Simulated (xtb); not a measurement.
A run for xtb: GFN1-xTB on H4O2 (a complex).

```
$ xtb mol.xyz --gfn 1 --sp --chrg 0 --uhf 0
6

O     -1.62500789    -0.04282853     0.00510451
H     -1.94500489     0.86000747    -0.01632649
H     -0.66529089     0.05535247     0.00038151
O      1.54730511     0.03799247    -0.00480049
H      1.92392611    -0.40038753     0.76132351
H      1.91956911    -0.43822053    -0.75020349
```

It printed:

```
[...]
           -------------------------------------------------
          |                Calculation Setup                |
           -------------------------------------------------



molecular fragmentation (1/2 indicates fragments):
111222
# atoms in fragment 1/2:     3     3
 fragment masses (1/2) :       18.02       18.02
CMA distance (Bohr)    :   6.007
constraining FC (au)   :  0.0500

           -------------------------------------------------
          |                 G F N 1 - x T B                 |
           -------------------------------------------------

        Reference                      10.1021/acs.jctc.7b00118
      * Hamiltonian:
        H0-scaling (s, p, d)           1.850000    2.250000    2.000000
        zeta-weighting                 0.000000
      * Dispersion:
        s8                             2.400000
        a1                             0.630000
        a2                             5.000000
        s9                             0.000000
      * Repulsion:
        kExp                           1.500000
        rExp                           1.000000
      * Coulomb:
        alpha                          2.000000
        third order                    atomic
        anisotropic                    false
      * Halogen bond correction:
        rad-scale                      1.300000
        damping                        0.440000


          ...................................................
          :                      SETUP                      :
          :.................................................:
          :  # basis functions                  16          :
          :  # atomic orbitals                  16          :
          :  # shells                           12          :
          :  # electrons                        16          :
          :  # halogen bonds                     0          :
          :  max. iterations                   250          :
          :  Hamiltonian                  GFN1-xTB          :
          :  restarted?                      false          :
          :  GBSA solvation                  false          :
          :  PC potential                    false          :
          :  electronic temp.          300.0000000     K    :
          :  accuracy                    1.0000000          :
          :  -> integral cutoff          0.2500000E+02      :
          :  -> integral neglect         0.1000000E-07      :
          :  -> SCF convergence          0.1000000E-05 Eh   :
          :  -> wf. convergence          0.2000000E-04 e    :
          :  Broyden damping             0.4000000          :
          :  net charge                          0          :
          :  unpaired electrons                  0          :
          ...................................................

 iter      E             dE          RMSdq      gap      omega  full diag
   1    -11.6155634 -0.116156E+02  0.456E+00    9.50       0.0  T
   2    -11.6171351 -0.157171E-02  0.265E+00    8.84       1.0  T
   3    -11.6172793 -0.144214E-03  0.194E-01    8.17       1.0  T
   4    -11.6173440 -0.646574E-04  0.413E-03    8.30       9.9  T
   5    -11.6173440 -0.175547E-07  0.153E-03    8.30      26.7  T
   6    -11.6173440 -0.167296E-08  0.252E-04    8.30     162.1  T
   7    -11.6173440 -0.109690E-09  0.420E-06    8.30    9728.9  T
   8    -11.6173440 -0.532907E-13  0.161E-06    8.30   25309.7  T

   *** convergence criteria satisfied after 8 iterations ***

         #    Occupation            Energy/Eh            Energy/eV
      -------------------------------------------------------------
         1        2.0000           -0.7744016             -21.0725
         2        2.0000           -0.7370807             -20.0570
         3        2.0000           -0.6258889             -17.0313
         4        2.0000           -0.5900181             -16.0552
         5        2.0000           -0.5657407             -15.3946
         6        2.0000           -0.5293986             -14.4057
         7        2.0000           -0.5162825             -14.0488
         8        2.0000           -0.4793132             -13.0428 (HOMO)
         9                         -0.1743444              -4.7442 (LUMO)
        10                         -0.1237989              -3.3687
        11                         -0.0619345              -1.6853
        12                         -0.0139827              -0.3805
        13                          0.3171127               8.6291
       ...                                ...                  ...
        16                          0.4907475              13.3539
      -------------------------------------------------------------
                  HL-Gap            0.3049688 Eh            8.2986 eV
             Fermi-level           -0.3268288 Eh           -8.8935 eV

 SCC (total)                   0 d,  0 h,  0 min,  0.005 sec
 SCC setup                      ...        0 min,  0.000 sec (  3.679%)
 Dispersion                     ...        0 min,  0.000 sec (  1.432%)
 classical contributions        ...        0 min,  0.000 sec (  0.712%)
 integral evaluation            ...        0 min,  0.001 sec ( 19.769%)
 iterations                     ...        0 min,  0.002 sec ( 39.653%)
 molecular gradient             ...        0 min,  0.001 sec ( 28.484%)
 printout                       ...        0 min,  0.000 sec (  5.697%)

         :::::::::::::::::::::::::::::::::::::::::::::::::::::
         ::                     SUMMARY                     ::
         :::::::::::::::::::::::::::::::::::::::::::::::::::::
         :: total energy             -11.543858984900 Eh    ::
         :: gradient norm              0.009804535682 Eh/a0 ::
         :: HOMO-LUMO gap              8.298623001657 eV    ::
         ::.................................................::
         :: SCC energy               -11.617343986624 Eh    ::
         :: -> electrostatic           0.098886954159 Eh    ::
         :: repulsion energy           0.074067548533 Eh    ::
         :: dispersion energy         -0.000582546809 Eh    ::
         :: halogen bond corr.         0.000000000000 Eh    ::
         :: add. restraining           0.000000000000 Eh    ::
         :: total charge              -0.000000000000 e     ::
         :::::::::::::::::::::::::::::::::::::::::::::::::::::

           -------------------------------------------------
          |                Property Printout                |
           -------------------------------------------------

    * Orbital Energies and Occupations

         #    Occupation            Energy/Eh            Energy/eV
      -------------------------------------------------------------
         1        2.0000           -0.7744016             -21.0725
         2        2.0000           -0.7370807             -20.0570
         3        2.0000           -0.6258889             -17.0313
         4        2.0000           -0.5900181             -16.0552
         5        2.0000           -0.5657407             -15.3946
         6        2.0000           -0.5293986             -14.4057
         7        2.0000           -0.5162825             -14.0488
         8        2.0000           -0.4793132             -13.0428 (HOMO)
         9                         -0.1743444              -4.7442 (LUMO)
        10                         -0.1237989              -3.3687
        11                         -0.0619345              -1.6853
        12                         -0.0139827              -0.3805
        13                          0.3171127               8.6291
        14                          0.3543370               9.6420
        15                          0.4491819              12.2229
        16                          0.4907475              13.3539
Note: The following floating-point exceptions are signalling: IEEE_DENORMAL
normal termination of xtb
      -------------------------------------------------------------
                  HL-Gap            0.3049688 Eh            8.2986 eV
             Fermi-level           -0.3268288 Eh           -8.8935 eV

  Mulliken/CM5 charges         n(s)   n(p)   n(d)
     1O    -0.68077 -1.01424   1.699  4.982  0.000
     2H     0.32815  0.49629   0.672  0.000  0.000
     3H     0.33504  0.50773   0.665  0.000  0.000
     4O    -0.66736 -1.00962   1.698  4.969  0.000
     5H     0.34247  0.50992   0.658  0.000  0.000
     6H     0.34247  0.50992   0.658  0.000  0.000

Wiberg/Mayer (AO) data.
largest (>0.10) Wiberg bond orders for each atom

 ---------------------------------------------------------------------------
     #   Z sym  total        # sym  WBO       # sym  WBO       # sym  WBO
 ---------------------------------------------------------------------------
     1   8 O    1.781 --     2 H    0.899     3 H    0.877
     2   1 H    0.899 --     1 O    0.899
     3   1 H    0.909 --     1 O    0.877
     4   8 O    1.812 --     6 H    0.888     5 H    0.888
     5   1 H    0.889 --     4 O    0.888
     6   1 H    0.889 --     4 O    0.888
 ---------------------------------------------------------------------------

Topologies differ in total number of bonds
Writing topology from bond orders to xtbtopo.mol

 dipole moment from electron density (au)
     X       Y       Z
   1.4043   0.0673  -0.0050  total (Debye):    3.573


           -------------------------------------------------
          | TOTAL ENERGY              -11.543858984900 Eh   |
          | GRADIENT NORM               0.009804535682 Eh/α |
          | HOMO-LUMO GAP               8.298623001657 eV   |
           -------------------------------------------------

------------------------------------------------------------------------
------------------------------------------------------------------------
 total:
 SCF:
```

The run finished.

Cost: roughly 0.05 core-seconds.
